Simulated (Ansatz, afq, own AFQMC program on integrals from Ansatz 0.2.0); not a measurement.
Integrals from Ansatz 0.2.0, then the random walk in our own AFQMC program (afq).

```yaml
crystal:
  periodic: [false, false, false]
  atoms:
    - {symbol: Ge, position_ang: [0.000000, -0.065335, 0.335017]}
    - {symbol: O, position_ang: [0.000000, 0.237265, -1.429850]}
    - {symbol: H, position_ang: [0.000000, 1.527113, 0.480759]}
    - {symbol: H, position_ang: [0.000000, -0.584790, -1.928174]}
basis:
  gaussian: {orbitals: cc-pVTZ}
magnetization: {spin_polarized: false}
correlation: {method: ccsd_t, electrons: outside_noble_gas, hamiltonian_folder: ham}
```

```sh
$ ansatz run in.yaml --threads 1 --pin off --events-out ev --progress --plain --max-ram 24576MiB --backend cuda --devices 0, --max-vram 18GiB
```

Options of the walk:

```
--method phaseless --trial cisd --walkers 1600 --populations 20 --least-time 60 --time-step 0.005 --steps-per-block 50 --equilibration-blocks 28 --max-blocks 4000 --target-error 0.00021 --factor-cut 1e-05 --seed 8193 --release-times 0.24,0.51,0.99,1.62,2.4 --release-step 0.03 --release-every 3 --taylor-order 6
```

Times are imaginary, in 1/Eh. The walk had a cap of 238 s. With eight or more populations the least sampling time is a fifth of least-time, and the error comes from their spread. Filled inner d shells are frozen with the cores.

Output of the walk:

```
orbitals 86  electrons 6 6  factors 574 of 621
reference energy -2151.45539355 Eh
CCSD correlation -0.36394797 Eh in 11 cycles, weight of the determinant in the CISD state 0.8715
energy of the start -2151.819337 Eh
 block  time / (1/Eh)  mean weight  energy / Eh
     1     0.250  0.9994  -2151.816212
     2     0.500  1.0001  -2151.821486
     3     0.750  1.0006  -2151.826200
     4     1.000  0.9995  -2151.827303
     5     1.250  1.0004  -2151.829814
     7     1.750  0.9993  -2151.831937
     9     2.250  0.9995  -2151.834253
    13     3.250  0.9993  -2151.829508
    25     6.250  1.0002  -2151.833663
    37     9.250  0.9999  -2151.832447
    49    12.250  0.9993  -2151.834824
    61    15.250  1.0002  -2151.831960
    73    18.250  1.0001  -2151.835881
    85    21.250  0.9998  -2151.832955
    97    24.250  0.9995  -2151.834833
   103    25.750  0.9997  -2151.840076
   109    27.250  1.0002  -2151.831858
   121    30.250  0.9997  -2151.834787
   133    33.250  0.9995  -2151.835343
   145    36.250  1.0004  -2151.835245
   157    39.250  0.9999  -2151.833228
   169    42.250  1.0006  -2151.833314
   181    45.250  1.0000  -2151.832432
   193    48.250  1.0001  -2151.832304
   205    51.250  1.0002  -2151.833822
   217    54.250  1.0006  -2151.835477
   229    57.250  1.0005  -2151.831965
   235    58.750  1.0007  -2151.830140
   241    60.250  1.0009  -2151.835719
   253    63.250  0.9999  -2151.833872
error from the spread of 20 populations
released: time / (1/Eh)  energy / Eh  error  mean overlap
  0.24  -2151.833933  0.000156  0.9981
  0.51  -2151.834130  0.000136  0.9938
  0.99  -2151.834009  0.000197  0.9915
  1.62  -2151.833859  0.000232  0.9867
  2.40  -2151.834033  0.000189  0.9785
energy -2151.834208 +/- 0.000207 Eh
(rows thinned)
```

The run passed its tests (sampling time, drift between the halves within three errors, error under three times the target), which doesn't prove that it has relaxed.

Against this walk (error 5.6 meV) on the same determinant: CCSD(T) 33.4 meV higher, CCSDT(Q) 2.4 meV lower (within the noise). The error is statistical and leaves out the bias of the constraint. Released to 2.40 1/Eh the energy moves by 5 ± 8 meV (both errors), within twice the noise.

Cautions: constraint bias not in the error; no relativity below Rb; no spin-orbit coupling; inner d shell frozen.

The walk took 100 s on 1 × NVIDIA H100 80GB HBM3 with 2 threads of AMD EPYC 7R13 Processor (Zen 3), on a shared host (the card was shared). The log's last line is the phaseless energy.

CCSDT and higher add their correlation energy to the determinant of the CCSD(T) run, since their own runs factorise the integrals more tightly (a shift of under 2 meV). A walk keeps the symmetry of its determinant, which the program's search chose and which needn't be the lowest solution, so a lower state of the same spin and another symmetry isn't excluded.
